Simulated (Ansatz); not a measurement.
CH6SSi can be A, `[SiH3]CS`, or B, `CS[SiH3]`.

Gas-phase electronic energies from Ansatz, PBE0-D4/def2-TZVP geometries. CCSD(T)/CBS adds triple-zeta CCSD(T) − MP2 to the extrapolated MP2 energy (def2 sets, frozen cores). DFT in def2-TZVPP. One conformer a species, not always the lowest.

(1) Which is lower in electronic energy at CCSD(T)/CBS, and by how much? (Estimate.)

(2) Give E(B) − E(A) in kJ/mol with B2PLYP, CCSD(T)/def2-SVP, ωB97M-V, PBE0-D4, r2SCAN-D4, PBE-D4, MP2/def2-TZVPP. (Estimate.)

(3) Does the order hold for the free energy at 298.15 K (harmonic terms from PBE0-D4)? (Estimate.)

Largest T1 diagnostic: 0.011.

Results:

(1) Computed: B, by 60.0 kJ/mol.

(2) Computed: B2PLYP -61.2, CCSD(T)/def2-SVP -54.3, ωB97M-V -59.0, PBE0-D4 -62.4, r2SCAN-D4 -63.5, PBE-D4 -61.8, MP2/def2-TZVPP -60.8. None reverses the order clearly.

(3) Ansatz gave: Yes: G(B) − G(A) = -54.8 kJ/mol, for one conformer each.

At CCSD(T), def2-SVP lies +5.7 kJ/mol from the extrapolated value and def2-TZVPP +2.2 kJ/mol. Leaving LDA and LC-ωPBE aside and taking each functional with its dispersion term where it has one, the values, not all of them listed here, spread over 5.1 kJ/mol, from B97M-V to CAM-B3LYP-D4. LDA lies +5.5 kJ/mol from PBE without D4.
